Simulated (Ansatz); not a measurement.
# C4H8Cl2: ionisation energy by level of theory

The task here is to estimate one member of a computed series from the others.

Method: unrestricted cation, the program's frozen cores in correlated methods; program: Ansatz 0.2.0, Gaussian basis.

The runs, in order: UKS PBE-D4/def2-TZVPP; UKS r2SCAN-D4/def2-TZVPP; UKS PBE0-D4/def2-TZVPP; UKS B3LYP-D4/def2-TZVPP; UKS wB97X-V/def2-TZVPP; UKS wB97M-V/def2-TZVPP; UKS B2PLYP/def2-TZVPP; UHF-CCSD(T)/def2-TZVPP; UHF-MP2/def2-QZVPP; extrapolation to the limit; then −ε(HOMO) from the neutral's earlier runs with LDA (SPW92), PBE-D4, revPBE-D4, BLYP-D4, r2SCAN-D4, B97M-V, PBE0-D4, B3LYP-D4, r2SCANh-D4, r2SCAN0-D4, HSE06-D4, BHLYP-D4, CAM-B3LYP-D4, LC-ωPBE, ωB97X-V, ωB97M-V.

### The relaxed structure

An earlier PBE0-D4 in a triple-zeta def2 set relaxation fixed the geometry.

SMILES `CCC(Cl)CCl`, 14 atoms, charge 0, spin multiplicity 1.

Atoms are counted from 1 here; the program's logs count them from 0.

Bond lengths: C1–C2 1.517 Å, C1–H7 1.092 Å, C1–H8 1.091 Å, C1–H9 1.093 Å, C2–C3 1.519 Å, C2–H10 1.095 Å, C2–H11 1.096 Å, C3–Cl4 1.792 Å, C3–C5 1.510 Å, C3–H12 1.092 Å, C5–Cl6 1.775 Å, C5–H13 1.091 Å, C5–H14 1.090 Å. Angles: C2–C1–H7 110.6°, C2–C1–H8 111.1°, C2–C1–H9 111.1°, H7–C1–H8 108.1°, H7–C1–H9 107.8°, H8–C1–H9 108.0°, C1–C2–C3 114.0°, C1–C2–H10 110.4°, C1–C2–H11 109.6°, C3–C2–H10 108.8°, C3–C2–H11 107.1°, H10–C2–H11 106.8°, C2–C3–Cl4 110.5°, C2–C3–C5 111.0°, C2–C3–H12 110.5°, Cl4–C3–C5 109.8°, Cl4–C3–H12 105.3°, C5–C3–H12 109.7° and more.

Set-up of the first run:

Contents of in.yaml:

```yaml
crystal:
  periodic: [false, false, false]
  atoms:
    - {symbol: C, position_ang: [-0.096788, -1.705814, 0.997106]}
    - {symbol: C, position_ang: [0.336367, -0.726859, -0.077758]}
    - {symbol: C, position_ang: [-0.295296, 0.648349, 0.049440]}
    - {symbol: Cl, position_ang: [-2.074106, 0.539804, -0.135781]}
    - {symbol: C, position_ang: [0.268713, 1.600526, -0.978291]}
    - {symbol: Cl, position_ang: [-0.244308, 3.280596, -0.725063]}
    - {symbol: H, position_ang: [0.415003, -2.662144, 0.874633]}
    - {symbol: H, position_ang: [-1.171300, -1.888145, 0.952963]}
    - {symbol: H, position_ang: [0.139744, -1.324813, 1.994106]}
    - {symbol: H, position_ang: [0.112252, -1.127973, -1.071369]}
    - {symbol: H, position_ang: [1.422945, -0.587491, -0.030833]}
    - {symbol: H, position_ang: [-0.133950, 1.051250, 1.051410]}
    - {symbol: H, position_ang: [1.357877, 1.591196, -0.917138]}
    - {symbol: H, position_ang: [-0.037153, 1.311530, -1.983435]}
basis:
  gaussian: {orbitals: def2-TZVPP}
total_charge: 1
magnetization: {spin_polarized: true, initial_magnetization: 1}
hamiltonian: {xc: pbe, dispersion: d4}
```

Command:

```console
$ ansatz run in.yaml --threads 2 --pin off --events-out ev --progress --plain --max-ram 32768MiB --backend cuda --devices 0, --max-vram 18GiB
```

Among the steps run: Cation, UKS PBE-D4/def2-TZVPP; Cation, UKS r2SCAN-D4/def2-TZVPP; Cation, UKS PBE0-D4/def2-TZVPP; Cation, UKS B3LYP-D4/def2-TZVPP; Cation, UKS wB97X-V/def2-TZVPP; Cation, UKS wB97M-V/def2-TZVPP; Cation, UKS B2PLYP (frozen core)/def2-TZVPP; Cation, UHF-CCSD(T)/def2-TZVPP; Cation, UHF-MP2/def2-QZVPP.

One table of the session follows, with a row left open; its other results are not shown here.

It belongs to the step «Ionisation energies side by side». Orbital estimates, from the neutral's runs:

```
  functional  −ε(HOMO) (eV)
 LDA (SPW92)           7.08
      PBE-D4           6.95
   revPBE-D4           6.89
     BLYP-D4           6.79
   r2SCAN-D4           7.28
      B97M-V           7.41
     PBE0-D4           8.37
    B3LYP-D4           8.10
  r2SCANh-D4           7.80
  r2SCAN0-D4           8.58
    HSE06-D4           7.96
    BHLYP-D4           9.65
CAM-B3LYP-D4           9.76
     LC-ωPBE          11.21
     ωB97X-V          10.83
     ωB97M-V              ?
```

Q: Estimate the row for ωB97M-V from the others.

The run gave: −ε(HOMO) (eV): 10.67. In the column «−ε(HOMO) (eV)» it lies between CAM-B3LYP-D4 (9.76) and ωB97X-V (10.83).
